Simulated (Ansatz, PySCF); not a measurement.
Dissociation curve of CH, doublet.

Levels of theory: UKS-B3LYP/6-31G* = unrestricted B3LYP/6-31G*, spherical d (PySCF); UMP2/3-21G = unrestricted MP2 (frozen core)/3-21G run with PySCF; UKS-B3LYP/6-311+G** = unrestricted B3LYP/6-311+G**, spherical d run with PySCF; FCI = Ansatz (a quantum-chemistry and plane-wave program) with full CI/aug-cc-pVTZ, frozen core.

Energies relative to the lowest point of each curve between 0.93 and 1.35 Å, where full CI is lowest, in kJ/mol; the last columns give the difference from FCI:

```json
[
 {"R / Å": "0.77", "UKS-B3LYP/6-31G*": "384.3", "UMP2/3-21G": "384.9", "UKS-B3LYP/6-311+G**": "364.0", "FCI": "363.3", "UKS-B3LYP/6-31G* − FCI": "21.0", "UMP2/3-21G − FCI": "21.7", "UKS-B3LYP/6-311+G** − FCI": "0.7"},
 {"R / Å": "0.84", "UKS-B3LYP/6-31G*": "209.8", "UMP2/3-21G": "208.4", "UKS-B3LYP/6-311+G**": "198.0", "FCI": "196.0", "UKS-B3LYP/6-31G* − FCI": "13.7", "UMP2/3-21G − FCI": "12.4", "UKS-B3LYP/6-311+G** − FCI": "1.9"},
 {"R / Å": "0.88", "UKS-B3LYP/6-31G*": "141.9", "UMP2/3-21G": "140.1", "UKS-B3LYP/6-311+G**": "133.4", "FCI": "131.3", "UKS-B3LYP/6-31G* − FCI": "10.6", "UMP2/3-21G − FCI": "8.8", "UKS-B3LYP/6-311+G** − FCI": "2.1"},
 {"R / Å": "0.93", "UKS-B3LYP/6-31G*": "81.1", "UMP2/3-21G": "79.2", "UKS-B3LYP/6-311+G**": "75.5", "FCI": "73.6", "UKS-B3LYP/6-31G* − FCI": "7.5", "UMP2/3-21G − FCI": "5.6", "UKS-B3LYP/6-311+G** − FCI": "1.9"},
 {"R / Å": "0.97", "UKS-B3LYP/6-31G*": "47.6", "UMP2/3-21G": "45.9", "UKS-B3LYP/6-311+G**": "43.8", "FCI": "42.1", "UKS-B3LYP/6-31G* − FCI": "5.5", "UMP2/3-21G − FCI": "3.7", "UKS-B3LYP/6-311+G** − FCI": "1.6"},
 {"R / Å": "1.03", "UKS-B3LYP/6-31G*": "16.5", "UMP2/3-21G": "15.3", "UKS-B3LYP/6-311+G**": "14.4", "FCI": "13.5", "UKS-B3LYP/6-31G* − FCI": "3.0", "UMP2/3-21G − FCI": "1.8", "UKS-B3LYP/6-311+G** − FCI": "0.9"},
 {"R / Å": "1.05", "UKS-B3LYP/6-31G*": "10.1", "UMP2/3-21G": "9.2", "UKS-B3LYP/6-311+G**": "8.5", "FCI": "7.8", "UKS-B3LYP/6-31G* − FCI": "2.3", "UMP2/3-21G − FCI": "1.3", "UKS-B3LYP/6-311+G** − FCI": "0.7"},
 {"R / Å": "1.08", "UKS-B3LYP/6-31G*": "3.6", "UMP2/3-21G": "3.1", "UKS-B3LYP/6-311+G**": "2.7", "FCI": "2.4", "UKS-B3LYP/6-31G* − FCI": "1.3", "UMP2/3-21G − FCI": "0.7", "UKS-B3LYP/6-311+G** − FCI": "0.3"},
 {"R / Å": "1.11", "UKS-B3LYP/6-31G*": "0.3", "UMP2/3-21G": "0.1", "UKS-B3LYP/6-311+G**": "0.0", "FCI": "0.0", "UKS-B3LYP/6-31G* − FCI": "0.3", "UMP2/3-21G − FCI": "0.1", "UKS-B3LYP/6-311+G** − FCI": "0.0"},
 {"R / Å": "1.15", "UKS-B3LYP/6-31G*": "0.0", "UMP2/3-21G": "0.0", "UKS-B3LYP/6-311+G**": "0.4", "FCI": "0.8", "UKS-B3LYP/6-31G* − FCI": "-0.8", "UMP2/3-21G − FCI": "-0.8", "UKS-B3LYP/6-311+G** − FCI": "-0.4"},
 {"R / Å": "1.20", "UKS-B3LYP/6-31G*": "4.8", "UMP2/3-21G": "4.8", "UKS-B3LYP/6-311+G**": "5.9", "FCI": "6.7", "UKS-B3LYP/6-31G* − FCI": "-1.9", "UMP2/3-21G − FCI": "-1.9", "UKS-B3LYP/6-311+G** − FCI": "-0.8"},
 {"R / Å": "1.28", "UKS-B3LYP/6-31G*": "20.9", "UMP2/3-21G": "20.0", "UKS-B3LYP/6-311+G**": "23.0", "FCI": "24.3", "UKS-B3LYP/6-31G* − FCI": "-3.4", "UMP2/3-21G − FCI": "-4.3", "UKS-B3LYP/6-311+G** − FCI": "-1.3"},
 {"R / Å": "1.35", "UKS-B3LYP/6-31G*": "40.6", "UMP2/3-21G": "38.2", "UKS-B3LYP/6-311+G**": "43.5", "FCI": "45.0", "UKS-B3LYP/6-31G* − FCI": "-4.3", "UMP2/3-21G − FCI": "-6.8", "UKS-B3LYP/6-311+G** − FCI": "-1.4"},
 {"R / Å": "1.44", "UKS-B3LYP/6-31G*": "70.3", "UMP2/3-21G": "65.9", "UKS-B3LYP/6-311+G**": "74.2", "FCI": "75.2", "UKS-B3LYP/6-31G* − FCI": "-4.9", "UMP2/3-21G − FCI": "-9.2", "UKS-B3LYP/6-311+G** − FCI": "-1.0"},
 {"R / Å": "1.56", "UKS-B3LYP/6-31G*": "113.0", "UMP2/3-21G": "112.3", "UKS-B3LYP/6-311+G**": "118.2", "FCI": "117.4", "UKS-B3LYP/6-31G* − FCI": "-4.3", "UMP2/3-21G − FCI": "-5.1", "UKS-B3LYP/6-311+G** − FCI": "0.8"},
 {"R / Å": "1.71", "UKS-B3LYP/6-31G*": "166.7", "UMP2/3-21G": "167.2", "UKS-B3LYP/6-311+G**": "173.2", "FCI": "167.8", "UKS-B3LYP/6-31G* − FCI": "-1.1", "UMP2/3-21G − FCI": "-0.5", "UKS-B3LYP/6-311+G** − FCI": "5.4"},
 {"R / Å": "1.89", "UKS-B3LYP/6-31G*": "225.4", "UMP2/3-21G": "205.3", "UKS-B3LYP/6-311+G**": "232.9", "FCI": "220.0", "UKS-B3LYP/6-31G* − FCI": "5.4", "UMP2/3-21G − FCI": "-14.8", "UKS-B3LYP/6-311+G** − FCI": "12.9"},
 {"R / Å": "2.10", "UKS-B3LYP/6-31G*": "275.0", "UMP2/3-21G": "226.6", "UKS-B3LYP/6-311+G**": "282.8", "FCI": "267.0", "UKS-B3LYP/6-31G* − FCI": "8.1", "UMP2/3-21G − FCI": "-40.4", "UKS-B3LYP/6-311+G** − FCI": "15.8"},
 {"R / Å": "2.38", "UKS-B3LYP/6-31G*": "311.9", "UMP2/3-21G": "238.5", "UKS-B3LYP/6-311+G**": "319.0", "FCI": "306.9", "UKS-B3LYP/6-31G* − FCI": "5.0", "UMP2/3-21G − FCI": "-68.4", "UKS-B3LYP/6-311+G** − FCI": "12.1"},
 {"R / Å": "2.70", "UKS-B3LYP/6-31G*": "331.7", "UMP2/3-21G": "243.4", "UKS-B3LYP/6-311+G**": "337.8", "FCI": "329.1", "UKS-B3LYP/6-31G* − FCI": "2.5", "UMP2/3-21G − FCI": "-85.7", "UKS-B3LYP/6-311+G** − FCI": "8.6"},
 {"R / Å": "3.09", "UKS-B3LYP/6-31G*": "341.7", "UMP2/3-21G": "245.5", "UKS-B3LYP/6-311+G**": "347.1", "FCI": "339.4", "UKS-B3LYP/6-31G* − FCI": "2.3", "UMP2/3-21G − FCI": "-94.0", "UKS-B3LYP/6-311+G** − FCI": "7.6"},
 {"R / Å": "3.67", "UKS-B3LYP/6-31G*": "346.6", "UMP2/3-21G": "246.7", "UKS-B3LYP/6-311+G**": "351.5", "FCI": "343.6", "UKS-B3LYP/6-31G* − FCI": "3.0", "UMP2/3-21G − FCI": "-97.0", "UKS-B3LYP/6-311+G** − FCI": "7.8"}
]
```

UKS-B3LYP/6-31G* is furthest from FCI at 0.77 (21.0 kJ/mol, above); its mean absolute difference over the points is 5.1 kJ/mol.

UMP2/3-21G is furthest from FCI at 3.67 (-97.0 kJ/mol, below); its mean absolute difference over the points is 22.0 kJ/mol.

UKS-B3LYP/6-311+G** is furthest from FCI at 2.10 (15.8 kJ/mol, above); its mean absolute difference over the points is 3.9 kJ/mol.

The unrestricted determinant behind UKS-B3LYP/6-31G* is spin-contaminated at 0.77 to 0.93, 1.89 to 3.67 Å (<S²> up to 1.7, against 0.75 for a pure doublet). The unrestricted determinant behind UMP2/3-21G is spin-contaminated at 0.77 to 3.67 Å (<S²> up to 1.7, against 0.75 for a pure doublet). The unrestricted determinant behind UKS-B3LYP/6-311+G** is spin-contaminated at 0.77 to 0.84, 1.89 to 3.67 Å (<S²> up to 1.7, against 0.75 for a pure doublet).
